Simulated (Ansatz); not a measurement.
## BH4⁺, singlet: reading a ladder of total energies

All five atoms lie in one plane.

Geometry: a PBE0/def2-TZVP stationary point for this spin, not checked as a minimum.

```xyz
5

B     0.0000    0.0000    0.0000
H    -0.0156    0.8614    0.8498
H    -0.0213   -0.8500    0.8612
H     0.0213    0.8500   -0.8612
H     0.0156   -0.8614   -0.8498
```

Basis cc-pVDZ; Ansatz 0.2.0. Correlated methods freeze the noble-gas cores, which leaves 6 electrons in 33 orbitals. Prefix R: restricted or restricted open-shell reference.

Full CI is exact within this basis and frozen core; it isn't the basis-set limit.

Runs differ by some tens of microhartree through their thresholds, so steps under 0.03 kcal/mol mean nothing.

```csv
level,total energy (hartree)
RHF,-26.553962
RMP2,-26.660688
RCCSD,-26.686688
RCCSD(T),-26.689393
RCCSDT,-26.689940
RCCSDT(Q),-26.690094
full CI,-26.690131
```

**Question.** What is the correlation energy at full CI, and what share of it do RMP2 and RCCSDT recover?

**Answer.** E(corr) = -26.690131 − (-26.553962) = -0.136169 hartree = -3.705 eV. RMP2: -0.106726 / -0.136169 = 78.38 %. RCCSDT: -0.135978 / -0.136169 = 99.86 %.

**Question.** By how many kcal/mol does RCCSD(T) miss full CI (1 hartree = 627.509 kcal/mol), and which steps make up the rest?

**Answer.** -26.689393 − (-26.690131) = 0.000738 hartree = 0.46 kcal/mol. Steps: RCCSDT − RCCSD(T) = -0.34, RCCSDT(Q) − RCCSDT = -0.10, full CI − RCCSDT(Q) = -0.02 kcal/mol. That is within 1 kcal/mol of the reference in this basis, which itself misses far more of the correlation at the basis-set limit.
